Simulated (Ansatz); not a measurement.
Born–Oppenheimer molecular dynamics of CH5Al (7 atoms, charge 0, multiplicity 1). It starts from a relaxed structure.

The calculation used RKS PBE0-D4/STO-3G (Ansatz).

```yaml
ensemble: NVT, Langevin thermostat
time_step: 0.5 fs
steps_asked: 266
set_temperature: 700 K
friction: 0.02 /fs
masses: H 10 u
seed: 124443
```

First frame:

```xyz
7
Properties=species:S:1:pos:R:3
C -0.431 -0.661 -0.343
Al 0.559 0.780 0.420
H -1.040 -1.195 0.392
H -1.123 -0.293 -1.109
H 0.208 -1.401 -0.836
H 0.033 1.491 1.631
H 1.854 1.211 -0.201
```

Question: How far do the bonds stretch over the last three quarters of this one trajectory? (Pairs bonded in most of those frames.)

Answer: 
```csv
bond,mean (Å),spread (Å),shortest,longest
C1–Al2,1.912,0.049,1.80,2.00
C1–H3,1.097,0.028,1.05,1.16
C1–H4,1.104,0.038,1.03,1.20
C1–H5,1.100,0.036,1.04,1.16
Al2–H6,1.503,0.039,1.42,1.56
Al2–H7,1.496,0.048,1.43,1.61
```

Mean temperature of the second half: 599 K. The mean temperature of the second half is 14 % below the set value. A run of 0.13 ps of so small a system gives no equilibrium averages. Limits of this set-up: minimal basis.

The run took 2.7 min on 1 thread of Arm Neoverse V1, with other jobs on the host, peak memory 0.074 GiB.
